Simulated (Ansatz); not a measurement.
The input, for Ansatz 0.2.0:

```yaml
crystal:
  periodic: [false, false, false]
  atoms:
    - {symbol: Mg, position_ang: [0.000000, 0.000000, 0.000000]}
    - {symbol: H, position_ang: [1.878525, 0.015918, 0.006100]}
    - {symbol: H, position_ang: [-0.953042, 1.618899, -0.004800]}
    - {symbol: H, position_ang: [-0.925483, -1.634817, -0.001300]}
basis:
  gaussian: {orbitals: cc-pVDZ}
total_charge: 1
magnetization: {spin_polarized: false, initial_magnetization: 4}
correlation: {method: bccd_t, electrons: valence}
scf: {lower_state_search: off}
output: {forces: true}
```

```sh
$ ansatz run in.yaml --threads 1 --pin off --events-out ev --progress --plain --max-ram 2393MiB
```

Output:

```
these checks for a lower state are left out or cut short: starts, cluster_reference, orbital_swaps, neighbouring_geometries, increment
290 factors; integrals over basis functions are off by at most 1.4e-3 eV
mean field evaluation 1: about -5460.7121 eV, gradient 9.9e0 eV
mean field evaluation 2: about -5460.7632 eV, gradient 9.9e0 eV
mean field evaluation 4: about -5462.4061 eV, gradient 2.9e-1 eV
mean field evaluation 8: about -5462.4060 eV, gradient 7.8e-4 eV
mean field -5462.40598916 eV, -200.7397175498 hartree, gradient 1.1e-6 eV, S^2 6.000000; 0 other end points of the search recorded, 0 dependent functions left out
1 core orbitals not correlated: weight in the atoms' cores, before any rotation towards them, 1.000 or more for the frozen orbitals, at most 0.000 for the correlated occupied ones
reference -5462.40598916 eV, -200.7397175498 hartree; 8, 4 occupied and 24, 28 virtual orbitals, 290 factors
second order -0.20024182 eV of doubles, -0.00021659 eV of singles
cycle   1  -0.23636794 eV  change   -3.6e-2 eV  update   1.9e-2
cycle   2  -0.25804363 eV  change   -2.2e-2 eV  update   7.3e-3
cycle   3  -0.25825535 eV  change   -2.1e-4 eV  update   1.2e-3
cycle   4  -0.25827150 eV  change   -1.6e-5 eV  update   3.0e-4
cycle   5  -0.25827201 eV  change   -5.1e-7 eV  update   4.2e-5
cycle   6  -0.25827134 eV  change    6.7e-7 eV  update   7.1e-6
cycle   7  -0.25827142 eV  change   -7.8e-8 eV  update   1.6e-6
cycle   8  -0.25827152 eV  change   -1.1e-7 eV  update   2.6e-7
cycle   9  -0.25827153 eV  change   -5.4e-9 eV  update   5.9e-8
cycle  10  -0.25827152 eV  change    3.6e-9 eV  update   1.2e-8
perturbative correction -0.00252003 eV, -0.0000926095 hartree
the calculation of the forces begins
Total energy: -5462.66678072 eV, -200.7493014628 hartree
Atom 0 at     0.000000     0.000000     0.000000 Å, force     0.000000     0.000000    -0.000000 eV/Å
Atom 1 at     1.878525     0.015918     0.006100 Å, force     0.801790     0.006794     0.002604 eV/Å
Atom 2 at    -0.953042     1.618899    -0.004800 Å, force    -0.406776     0.690977    -0.002049 eV/Å
Atom 3 at    -0.925483    -1.634817    -0.001300 Å, force    -0.395014    -0.697771    -0.000555 eV/Å
Dipole moment:     0.000000     0.000000     0.000000 e Å
Checks for a lower state left out: starts, cluster_reference, orbital_swaps, neighbouring_geometries, increment
```

Forces (eV/Å):
```
Mg   0.000  0.000  0.000
H    0.802  0.007  0.003
H   -0.407  0.691 -0.002
H   -0.395 -0.698 -0.001
```

Ran on 1 thread of Arm Neoverse V1, shared host: 1.8 s wall, 0.19 GiB peak host memory.
